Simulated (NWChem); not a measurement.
# Correlation energy of dichloromethane (CH₂Cl₂)

SMILES: C(Cl)Cl
```xyz
5

Cl     1.4776     0.0000     0.2145
C      0.0000     0.0000    -0.7559
Cl    -1.4776     0.0000     0.2145
H      0.0000     0.9015    -1.3789
H      0.0000    -0.9015    -1.3789
```
Charge 0, spin multiplicity 1.

All runs are NWChem calculations. The geometry was optimised at PBE0/def2-SVP, a minimum by its harmonic frequencies.

Basis set: def2-SVP. Each correlation energy counts from its own Hartree-Fock reference.

```json
[
 {"method": "MP2", "correlation energy (mHa)": "-411.4", "difference from CCSD(T)": "+46.4"},
 {"method": "SCS-MP2", "correlation energy (mHa)": "-403.4", "difference from CCSD(T)": "+54.4"},
 {"method": "CR-CCSD[T]", "correlation energy (mHa)": "-455.7", "difference from CCSD(T)": "+2.1"},
 {"method": "CR-CCSD(T)", "correlation energy (mHa)": "-455.4", "difference from CCSD(T)": "+2.4"},
 {"method": "CCSD", "correlation energy (mHa)": "-446.9", "difference from CCSD(T)": "+10.9"},
 {"method": "CCSD+T(CCSD)", "correlation energy (mHa)": "-458.2", "difference from CCSD(T)": "-0.4"},
 {"method": "CCSD(T)", "correlation energy (mHa)": "-457.8", "difference from CCSD(T)": "0.0"}
]
```

The values span 54.7 mHa, from CCSD+T(CCSD) (lowest) to SCS-MP2 (highest). 

The correlated methods keep 11 core orbitals frozen. Coupled-cluster values serve here as a point of comparison, not as the truth.
